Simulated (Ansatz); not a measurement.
Total energies of boron trifluoride.

```xyz
4

F    -0.3558   -1.1432   -0.5344
B     0.0000    0.0000    0.0000
F     0.3311    0.0564    1.2674
F     0.0247    1.0868   -0.7330
```

The species carries charge 0 and has multiplicity 1. Geometry: relaxed with PBE0-D4/def2-TZVP. Basis def2-TZVPP, Ansatz.

RPA on PBE orbitals: Hartree–Fock energy of these orbitals -323.29752 Eh, correlation -1.23732 Eh (frozen core).

```csv
functional,energy without D4 (Eh),D4 term (kJ/mol)
LDA (SPW92),-322.53912,–
PBE,-324.38481,-3.9
revPBE,-324.59154,-15.3
BLYP,-324.68051,-9.2
r2SCAN,-324.57267,-0.9
B97M-V,-324.61318,–
PBE0,-324.38966,-3.2
B3LYP,-324.71410,-6.3
r2SCANh,-324.55639,-0.9
r2SCAN0,-324.53287,-1.0
HSE06 (plane-wave form),-324.37650,-2.9
BHLYP,-324.59698,-4.2
CAM-B3LYP,-324.63359,-3.1
LC-ωPBE,-324.52443,–
ωB97X-V,-324.59993,–
ωB97M-V,-324.63441,–
B2PLYP,-324.53565,–
PBE-QIDH,-324.35592,–
```

B3LYP takes the VWN-RPA correlation (the form of Gaussian; ORCA's B3LYP/G). HSE06 is the plane-wave form, built on full-range PBE exchange. The double hybrids freeze the cores in their second-order part.

LC-ωPBE has ω = 0.4 bohr⁻¹.
